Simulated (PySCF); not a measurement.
**MgH⁺: from constants to spectrum**

RHF-CCSD(T) constants of MgH⁺, ¹Σ⁺ (singlet), closed shell (basis Mg def2-TZVP, H def2-TZVP; no relativity; PySCF 2.14; masses 23.9850 and 1.0078 u):

```
ωe            : 1655.0 cm⁻¹
ωexe          : 30.8 cm⁻¹
Be            : 6.2891 cm⁻¹
αe            : 0.176 cm⁻¹
De to Mg⁺ + H : 1.92 eV
```

Task: What force constant and bond length do these constants imply?

Result: Reduced mass μred = 0.96718 u; k = 5.8918×10⁻⁷·μred·ωe² (u, cm⁻¹, mdyn/Å) = 1.56 mdyn/Å; Re = √(16.8576/(μred·Be)) (u, cm⁻¹, Å) = 1.665 Å.

Task: Estimate the centrifugal constant D from the Kratzer relation and find the Dunham coefficient a1.

Result: D = 4Be³/ωe² = 0.000363 cm⁻¹; a1 = −1 − αeωe/(6Be²) = -2.23.

Correlated steps freeze 1 core orbital. For an ion De counts to the pair picked by the measured ionisation energies or electron affinities, which need not be the lowest pair at this level. Where the molecule has an RHF reference, its open-shell atoms are computed with UHF.
